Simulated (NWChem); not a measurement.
System: CH3O cation; SMILES [OH+]=C

Excerpt of the output:

```
             Northwest Computational Chemistry Package (NWChem) 7.3.0
             --------------------------------------------------------

                             Geometry "geometry" -> ""
                             -------------------------

 Output coordinates in angstroms (scale by  1.889725989 to convert to a.u.)

  No.       Tag          Charge          X              Y              Z
 ---- ---------------- ---------- -------------- -------------- --------------
    1 C                    6.0000    -0.00853500     0.62207000     0.00000000
    2 O                    8.0000    -0.11747200    -0.62663400     0.00000000
    3 H                    1.0000    -0.96339400     1.18943400     0.00000000
    4 H                    1.0000     0.98114500     1.13115000     0.00000000
    5 H                    1.0000     0.73959300    -1.13631700     0.00000000

 Effective nuclear repulsion energy (a.u.)      36.7260552094

  xc_inp: hfexch multiplicative factor not found.
                              NWChem Property Module
                              ----------------------

  itol2e modified to match energy
  convergence criterion.

                                 NWChem DFT Module
                                 -----------------

 Summary of "ao basis" -> "ao basis" (spherical)
 ------------------------------------------------------------------------------
       Tag                 Description            Shells   Functions and Types
 ---------------- ------------------------------  ------  ---------------------
 C                         def2-tzvp                11       31   5s3p2d1f
 O                         def2-tzvp                11       31   5s3p2d1f
 H                         def2-tzvp                 4        6   3s1p

  itol2e modified to match energy
  convergence criterion.

            General Information
            -------------------
          SCF calculation type: DFT
          Wavefunction type:  closed shell.
          No. of atoms     :     5
          No. of electrons :    16
           Alpha electrons :     8
            Beta electrons :     8
          Charge           :     1
          Spin multiplicity:     1
          Use of symmetry is: off; symmetry adaption is: off
          Maximum number of iterations: 150
          AO basis - number of functions:    80
                     number of shells:    34
          Convergence on energy requested:  1.00D-07
          Convergence on density requested:  1.00D-05
          Convergence on gradient requested:  5.00D-04

              XC Information
              --------------
                     Hartree-Fock (Exact) Exchange  1.000

      Superposition of Atomic Density Guess
      -------------------------------------

 Sum of atomic energies:        -113.95506305

 Renormalizing density from      17.00 to     16

      Non-variational initial energy
      ------------------------------

 Total energy =    -110.111627
 1-e energy   =    -213.820075
 2-e energy   =      66.982393
 HOMO         =      -0.828884
 LUMO         =      -0.506251

   convergence    iter        energy       DeltaE   RMS-Dens  Diis-err
 ---------------- ----- ----------------- --------- --------- ---------
 d= 0,ls=0.0,diis     1   -114.0168140054 -1.51D+02  9.16D-03  2.50D+00
 d= 0,ls=0.0,diis     2   -114.1153606911 -9.85D-02  4.14D-03  1.12D+00
 d= 0,ls=0.0,diis     3   -114.2071934033 -9.18D-02  5.07D-04  9.28D-03
 d= 0,ls=0.0,diis     4   -114.2082114175 -1.02D-03  1.51D-04  3.78D-04
 d= 0,ls=0.0,diis     5   -114.2082686040 -5.72D-05  3.21D-05  1.11D-05
  Resetting Diis
 d= 0,ls=0.0,diis     6   -114.2082705559 -1.95D-06  7.51D-06  3.87D-07
 d= 0,ls=0.0,diis     7   -114.2082706564 -1.00D-07  1.04D-06  1.59D-08
 d= 0,ls=0.0,diis     8   -114.2082706600 -3.59D-09  6.03D-07  2.62D-09

         Total DFT energy =     -114.208270659961
      One electron energy =     -223.018751574413
           Coulomb energy =       86.252791686238
    Exchange-Corr. energy =      -14.168365981220
 Nuclear repulsion energy =       36.726055209434

 Numeric. integr. density =        0.000000000000

                       DFT Final Molecular Orbital Analysis
                       ------------------------------------

[...]

          -----------------------
          Electric field gradient
          -----------------------

 1 a.u. = 0.324123 10**(16) esu/cm**3  ( or statvolts/cm**2 ) = 0.97174 10**(22) v/m**2

 ------------------------------------------------------------
   Atom      X         Y         Z
 ------------------------------------------------------------
    1 C   -0.01613   1.17554   0.00000
 ------------------------------------------------------------

 Electric field gradient in molecular frame (a.u.)
         XX             YY             ZZ             XY             XZ             YZ
 ------------------------------------------------------------------------------------------
        0.761445       0.308236      -1.069681      -0.044540      -0.000000       0.000000

 Principal components (a.u.) and orientation
 of principal axis w.r.t. absolute frame                      Asymmetry parameter eta
 --------------------------------------------------------------------------------------
       -1.069681       0.765781       0.303900                       0.431793

        0.000000       0.995295       0.096887
        0.000000      -0.096887       0.995295
        1.000000       0.000000       0.000000

 ------------------------------------------------------------
   Atom      X         Y         Z
 ------------------------------------------------------------
    2 O   -0.22199  -1.18417   0.00000
 ------------------------------------------------------------

 Electric field gradient in molecular frame (a.u.)
         XX             YY             ZZ             XY             XZ             YZ
 ------------------------------------------------------------------------------------------
        0.718883      -0.803521       0.084638       0.860491       0.000000       0.000000

 Principal components (a.u.) and orientation
 of principal axis w.r.t. absolute frame                      Asymmetry parameter eta
 --------------------------------------------------------------------------------------
       -1.191176       1.106538       0.084638                       0.857892

       -0.410747       0.911749       0.000000
        0.911749       0.410747       0.000000
        0.000000       0.000000       1.000000

 ------------------------------------------------------------
   Atom      X         Y         Z
 ------------------------------------------------------------
    3 H   -1.82055   2.24770   0.00000
 ------------------------------------------------------------

 Electric field gradient in molecular frame (a.u.)
         XX             YY             ZZ             XY             XZ             YZ
 ------------------------------------------------------------------------------------------
       -0.137565       0.026070       0.111495       0.158237       0.000000      -0.000000

 Principal components (a.u.) and orientation
 of principal axis w.r.t. absolute frame                      Asymmetry parameter eta
 --------------------------------------------------------------------------------------
       -0.233885       0.122390       0.111495                       0.046583

        0.854194       0.519955       0.000000
       -0.519955       0.854194       0.000000
        0.000000       0.000000       1.000000

 ------------------------------------------------------------
   Atom      X         Y         Z
 ------------------------------------------------------------
    4 H    1.85410   2.13756   0.00000
 ------------------------------------------------------------

 Electric field gradient in molecular frame (a.u.)
         XX             YY             ZZ             XY             XZ             YZ
 ------------------------------------------------------------------------------------------
       -0.160878       0.049139       0.111739      -0.140370       0.000000       0.000000

 Principal components (a.u.) and orientation
 of principal axis w.r.t. absolute frame                      Asymmetry parameter eta
 --------------------------------------------------------------------------------------
       -0.231171       0.119432       0.111739                       0.033277

        0.894152      -0.447763       0.000000
        0.447763       0.894152       0.000000
        0.000000       0.000000       1.000000

 ------------------------------------------------------------
   Atom      X         Y         Z
 ------------------------------------------------------------
    5 H    1.39763  -2.14733   0.00000
 ------------------------------------------------------------

 Electric field gradient in molecular frame (a.u.)
         XX             YY             ZZ             XY             XZ             YZ
 ------------------------------------------------------------------------------------------
       -0.213909       0.029373       0.184536       0.220610       0.000000      -0.000000

 Principal components (a.u.) and orientation
 of principal axis w.r.t. absolute frame                      Asymmetry parameter eta
 --------------------------------------------------------------------------------------
       -0.344191       0.184536       0.159655                       0.072288

        0.861060       0.000000       0.508503
       -0.508503       0.000000       0.861060
        0.000000       1.000000       0.000000
```

Level: Hartree-Fock/def2-TZVP. Geometry: optimised at PBE-D3(BJ)/def2-SVP. NWChem prints the field gradient with the sign opposite to the second derivative of the potential.

**Question.** Which NWChem input produces such a log?

**Answer.** This is not unique; one that fits is the input that was run:
```
start job
memory heap 200 mb stack 700 mb global 900 mb
charge 1
geometry units angstroms noautosym nocenter noautoz
  C     -0.008535     0.622070     0.000000
  O     -0.117472    -0.626634     0.000000
  H     -0.963394     1.189434     0.000000
  H      0.981145     1.131150     0.000000
  H      0.739593    -1.136317     0.000000
end
basis spherical
  C library def2-tzvp
  O library def2-tzvp
  H library def2-tzvp
end
dft
  xc hfexch
  iterations 150
end
property
  efieldgrad
end
task dft property
```
